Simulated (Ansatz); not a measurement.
Calculated with Ansatz (gas phase, PBE0-D4/def2-TZVP geometries, no zero-point term in ΔE). CCSD(T)/CBS adds triple-zeta CCSD(T) − MP2 to the extrapolated MP2 energy (def2 sets, frozen cores). This one scheme is used for every species, atoms too. DFT in def2-TZVPP. B3LYP here is the variant with VWN-RPA as its local correlation; programs differ in this. Open shells (•) are unrestricted, without spin–orbit coupling. Spin–orbit coupling would lower the free atoms: a little for C, F, O. Each species was taken in one conformer, which may not be the lowest.

Consider the atomization: `O=C/C(F)=C/F` → 3 C• + 2 F• + 2 H• + O•.

```tsv
level	ΔE (eV)
B3LYP-D4	36.33
ωB97X-V	36.38
ωB97M-V	36.46
B2PLYP	36.03
PBE	38.21
SCS-MP2/def2-TZVPP	35.89
CCSD(T)/def2-TZVPP	35.17
CCSD/CBS(def2)	35.31
```

(1) What does CCSD(T)/CBS give? (Estimate.)

Largest T1 diagnostic among the species: 0.015.

## Answers

(1) The calculation gave: +36.20 eV. The listed levels differ from it by 0.13, 0.18, 0.26, -0.17, 2.01, -0.31, -1.03, -0.89 eV.

In def2-TZVPP, CCSD(T) changes the Hartree–Fock value by +10.61 eV (the triples alone add +0.89 eV) and MP2 by +12.12 eV; breaking electron pairs costs correlation energy, which Hartree–Fock lacks. From PBE to PBE0 (25 % exact exchange), in def2-TZVPP and without D4, ΔE moves by −1.57 eV: exact exchange takes away binding that semilocal exchange gives to molecules. The D4 term adds +0.22 eV with B3LYP and +0.12 eV with PBE0; it sums over pairs of atoms, weighted by their polarisabilities, and B3LYP, whose exchange is more repulsive, gets the larger term.

For atomizations the MP2-based limit and the directly extrapolated one differ by several kJ/mol either way, and by 10 to 25 for some Ge, Se and Sn compounds, so smaller differences from it don't rank the levels.
